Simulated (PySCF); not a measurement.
Gas-phase reaction: 6 AlCl₂OH + H₂ ⇌ 4 AlCl₃.H₂O + 2 AlO

Computed with PySCF (xtb for GFN2) and rigid-rotor harmonic-oscillator thermochemistry at 1 bar. † marks an energy on the PBE0/def2-TZVP geometry and frequencies; other levels use their own. Open shells (unrestricted): AlO (multiplicity 2); the rest are closed-shell singlets. GFN2 has no spin-polarisation term. B3LYP is the form with VWN-RPA correlation. Adducts (AlCl₃.H₂O) have no counterpoise correction, and HF, PBE, BLYP, B3LYP and PBE0 lack dispersion. AlCl₂OH, AlCl₃.H₂O: computed as isolated molecules; such fragments, hydroxides, amides, oligomers or adducts are transient or little studied in the gas. The harmonic model lacks anharmonicity and excited electronic states, which grow with temperature; levels with a mode under 35 cm⁻¹ are left out. Soft modes under 120 cm⁻¹ make the harmonic entropy rough for AlCl₃.H₂O. Warning, point group unlike the PBE0 one: AlCl₂OH (GFN2-xTB).

```
level               ΔE electronic, kJ  ΔH°(298 K), kJ  ΔS°(298 K), J/K  ΔG°(1800 K), kJ
------------------  -----------------  --------------  ---------------  ---------------
B3LYP/def2-TZVP†                  711             747             -124              965
GFN2-xTB                          934             958              -37             1007
M06-2X/def2-TZVP†                 706             741             -124              960
PBE/def2-SVP                      544             579             -142              835
PBE/def2-TZVP†                    639             675             -124              894
PBE0/def2-SVP†                    591             626             -124              845
PBE0/def2-TZVP                    682             717             -124              936
r2SCAN/def2-TZVP†                 681             716             -124              935
LDA/def2-TZVP†                    608             643             -124              862
ωB97M-V/def2-TZVP†                693             729             -124              948
ωB97X-V/def2-TZVP†                716             751             -124              970
```
ΔH° is lowest at PBE/def2-SVP and highest at GFN2-xTB. No reference value is set beside these.
